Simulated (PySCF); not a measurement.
C3H5FO2.
Numbering: `[F:1][C@@H:2]1[CH2:3][O:4][CH2:5][O:6]1` (hydrogens: H7 on C2; H8, H9 on C3; H10, H11 on C5)

The same species was optimised twice, with GFN2-xTB and with PBE0-D3(BJ)/def2-SVP (PySCF), and the same property calculations (PySCF, gas phase) were run on both structures.

```tsv
coordinate	GFN2-xTB	PBE0-D3(BJ)/def2-SVP	change
F1–C2 (Å)	1.383	1.373	-0.010
C2–C3 (Å)	1.546	1.539	-0.007
C3–O4 (Å)	1.411	1.405	-0.006
O4–C5 (Å)	1.396	1.390	-0.006
C5–O6 (Å)	1.412	1.409	-0.003
C2–O6 (Å)	1.372	1.373	+0.001
C3–C2–O6 (°)	105.2	104.3	-0.9
C2–C3–O4 (°)	103.6	104.4	+0.8
F1–C2–O6 (°)	110.6	111.1	+0.5
F1–C2–C3 (°)	108.9	109.2	+0.3
C2–O6–C5 (°)	106.0	106.2	+0.2
O4–C5–O6 (°)	105.7	105.5	-0.2
C3–O4–C5 (°)	105.8	105.9	+0.1
```

Rotational constants: A = 6675, B = 3647, C = 2828 MHz (GFN2-xTB) against A = 6685, B = 3670, C = 2859 MHz (PBE0-D3(BJ)/def2-SVP). Point groups within 0.08 Å: C1 and C1.

On the GFN2-xTB structure: F1s of F1 (eV) 692.55 [delta-SCF UKS SCAN, pcX-2 on the ionised atom, pcseg-1 elsewhere, spin-free X2C]; C1s of C2 (eV) 294.86 [delta-SCF UKS SCAN, pcX-2 on the ionised atom, pcseg-1 elsewhere, spin-free X2C]; C1s of C3 (eV) 292.82 [delta-SCF UKS SCAN, pcX-2 on the ionised atom, pcseg-1 elsewhere, spin-free X2C]; O1s of O4 (eV) 539.17 [delta-SCF UKS SCAN, pcX-2 on the ionised atom, pcseg-1 elsewhere, spin-free X2C]; C1s of C5 (eV) 294.07 [delta-SCF UKS SCAN, pcX-2 on the ionised atom, pcseg-1 elsewhere, spin-free X2C]; O1s of O6 (eV) 539.44 [delta-SCF UKS SCAN, pcX-2 on the ionised atom, pcseg-1 elsewhere, spin-free X2C].

Question: What do these properties become on the PBE0-D3(BJ)/def2-SVP structure?

Answer: 
```tsv
property	level	on GFN2-xTB	on PBE0-D3(BJ)/def2-SVP	change
F1s of F1 (eV)	delta-SCF UKS SCAN, pcX-2 on the ionised atom, pcseg-1 elsewhere, spin-free X2C	692.55	692.68	+0.13
C1s of C2 (eV)	delta-SCF UKS SCAN, pcX-2 on the ionised atom, pcseg-1 elsewhere, spin-free X2C	294.86	294.87	+0.01
C1s of C3 (eV)	delta-SCF UKS SCAN, pcX-2 on the ionised atom, pcseg-1 elsewhere, spin-free X2C	292.82	292.82	0.00
O1s of O4 (eV)	delta-SCF UKS SCAN, pcX-2 on the ionised atom, pcseg-1 elsewhere, spin-free X2C	539.17	539.20	+0.03
C1s of C5 (eV)	delta-SCF UKS SCAN, pcX-2 on the ionised atom, pcseg-1 elsewhere, spin-free X2C	294.07	294.08	+0.01
O1s of O6 (eV)	delta-SCF UKS SCAN, pcX-2 on the ionised atom, pcseg-1 elsewhere, spin-free X2C	539.44	539.41	-0.03
```

The heavy atoms differ by 0.015 Å rms after alignment. Among bonds between heavy atoms F1–C2 changes most (-0.010 Å). Changes are differences of the printed values. Neither structure is proved a minimum here.
